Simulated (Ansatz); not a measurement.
**[H···H···OH], doublet: the ladder up to UCCSDT(Q)**

Geometry: a point of a hydrogen-transfer path between rigid fragments, not a stationary point.

```xyz
4

H    -1.7996    0.0498    0.0000
H    -1.0236    0.0498    0.0000
O     0.1524    0.0498    0.0000
H     0.4042   -0.8901    0.0000
```

Basis cc-pVTZ; Ansatz 0.2.0. Correlated methods freeze the noble-gas cores, which leaves 9 electrons in 71 orbitals. Prefix R: restricted or restricted open-shell reference; prefix U: unrestricted. Active spaces: pair = (3e, 3o) about the gap; valence = (9e, 7o) chosen from the atoms' valence shells.

Full CI isn't at hand for all of this; UCCSDT(Q) serves as the reference, and is uncertain by about the last step of the cluster series. The frozen core follows each run's orbitals, which can shift R against U totals by a few meV.

The UHF ⟨S²⟩ is 0.783, the T1 diagnostic (RCCSD) is 0.0334 and the largest doubles amplitude (RCCSD) is 0.054. The T1 diagnostic (UCCSD) is 0.0227.

```csv
level,E − E(UCCSDT(Q)) (kJ/mol),share of correlation (%),wall time
RHF,789.3,0.00,–
UHF,755.6,4.27,–
RMP2,62.7,92.06,–
UMP2,69.3,91.21,–
RCCSD,24.4,96.91,–
UCCSD,23.5,97.02,–
RCCSD(T),2.0,99.74,2.7 s
UCCSD(T),2.1,99.74,2.4 s
BCCD(T),1.9,99.76,3.4 s
RCCSDT,1.2,99.85,–
UCCSDT,1.1,99.86,–
RCCSDT(Q),0.1,99.99,4.7 s (H100)
CASSCF (pair space),712.2,9.77,–
NEVPT2 (pair space),55.8,92.94,1.6 s (H100)
MRCISD (pair space),53.1,93.27,–
MRCISD+Q (pair space),12.6,98.41,2.2 s (H100)
CASSCF (valence space),624.7,20.85,–
NEVPT2 (valence space),92.4,88.29,1.7 s
MRCISD (valence space),38.6,95.11,–
MRCISD+Q (valence space),7.4,99.06,2 s (H100)
```

The correlation energy at UCCSDT(Q), counted from RHF, is -8.181 eV. That run took 4 s on 2 threads of AMD EPYC 7R13 with a shared H100 80 GB, shared host.

Times hold each run's SCF and search for its determinant on a shared host, so for small cases they say little of a method's own cost; rows without a card ran on 1 thread of AMD EPYC 7R13.

Natural occupations of CASSCF (valence space) about the gap: 1.999 1.997 1.975 1.972 1.001 0.029 0.025; effectively unpaired electrons, Σ n²(2−n)², 1.01.
